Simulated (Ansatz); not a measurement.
# CH₃AlO: ionisation energy by level of theory

The task here is to estimate one member of a computed series from the others.

Method: unrestricted cation, the program's frozen cores in correlated methods; program: Ansatz 0.2.0, Gaussian basis.

Levels to be run: UKS PBE-D4/def2-TZVPP; UKS r2SCAN-D4/def2-TZVPP; UKS PBE0-D4/def2-TZVPP; UKS B3LYP-D4/def2-TZVPP; UKS wB97X-V/def2-TZVPP; UKS wB97M-V/def2-TZVPP; UKS B2PLYP/def2-TZVPP; UHF-CCSD(T)/def2-TZVPP; UHF-CCSD(T)/def2-QZVPP; extrapolation to the limit; then −ε(HOMO) from the neutral's earlier runs with LDA (SPW92), PBE-D4, revPBE-D4, BLYP-D4, r2SCAN-D4, B97M-V, PBE0-D4, B3LYP-D4, r2SCANh-D4, r2SCAN0-D4, HSE06-D4, BHLYP-D4, CAM-B3LYP-D4, LC-ωPBE, ωB97X-V, ωB97M-V.

## Structure used throughout

An earlier PBE0-D4 in a triple-zeta def2 set relaxation fixed the geometry.

SMILES `[CH3][Al]=[O]`, 6 atoms, charge 0, spin multiplicity 1.

Atoms are counted from 1 here; the program's logs count them from 0.

Bond lengths: C1–Al2 1.935 Å, C1–H4 1.092 Å, C1–H5 1.092 Å, C1–H6 1.092 Å, Al2–O3 1.596 Å. Angles: Al2–C1–H4 110.5°, Al2–C1–H5 110.5°, Al2–C1–H6 110.5°, H4–C1–H5 108.4°, H4–C1–H6 108.4°, H5–C1–H6 108.4°, C1–Al2–O3 180.0°.

As a file:

```xyz
6

C    -0.4125    0.4982   -0.3154
Al    0.6967   -0.8414    0.5325
O     1.6117   -1.9463    1.2321
H     0.0652    1.4791   -0.2639
H    -1.3836    0.5609    0.1808
H    -0.5774    0.2494   -1.3661
```

The first run:

The input, in.yaml:

```yaml
crystal:
  periodic: [false, false, false]
  atoms:
    - {symbol: C, position_ang: [-0.412544, 0.498190, -0.315372]}
    - {symbol: Al, position_ang: [0.696663, -0.841355, 0.532489]}
    - {symbol: O, position_ang: [1.611684, -1.946263, 1.232051]}
    - {symbol: H, position_ang: [0.065186, 1.479067, -0.263906]}
    - {symbol: H, position_ang: [-1.383563, 0.560921, 0.180794]}
    - {symbol: H, position_ang: [-0.577417, 0.249449, -1.366054]}
basis:
  gaussian: {orbitals: def2-TZVPP}
total_charge: 1
magnetization: {spin_polarized: true, initial_magnetization: 1}
hamiltonian: {xc: pbe, dispersion: d4}
```

On the command line:

```bash
> ansatz run in.yaml --threads 2 --pin off --events-out ev --progress --plain --max-ram 32768MiB --backend cpu
```

Steps of the session up to this table: Cation, UKS PBE-D4/def2-TZVPP; Cation, UKS r2SCAN-D4/def2-TZVPP; Cation, UKS PBE0-D4/def2-TZVPP; Cation, UKS B3LYP-D4/def2-TZVPP; Cation, UKS wB97X-V/def2-TZVPP; Cation, UKS wB97M-V/def2-TZVPP; Cation, UKS B2PLYP (frozen core)/def2-TZVPP; Cation, UHF-CCSD(T)/def2-TZVPP; Cation, UHF-CCSD(T)/def2-QZVPP.

One table of the session follows, with a row left open; its other results are not shown here.

For comparison, −ε(HOMO) of the neutral from earlier runs:

| functional | −ε(HOMO) (eV) |
| --- | --- |
| LDA (SPW92) | 6.14 |
| PBE-D4 | 5.93 |
| revPBE-D4 | ? |
| BLYP-D4 | 5.81 |
| r2SCAN-D4 | 6.15 |
| B97M-V | 6.08 |
| PBE0-D4 | 7.23 |
| B3LYP-D4 | 7.01 |
| r2SCANh-D4 | 6.65 |
| r2SCAN0-D4 | 7.41 |
| HSE06-D4 | 6.82 |
| BHLYP-D4 | 8.48 |
| CAM-B3LYP-D4 | 8.66 |
| LC-ωPBE | 10.01 |
| ωB97X-V | 9.65 |
| ωB97M-V | 9.62 |

Q: Estimate the row for revPBE-D4 from the others.

**Answer.** −ε(HOMO) (eV): 5.85. In the column «−ε(HOMO) (eV)» it lies between BLYP-D4 (5.81) and PBE-D4 (5.93).
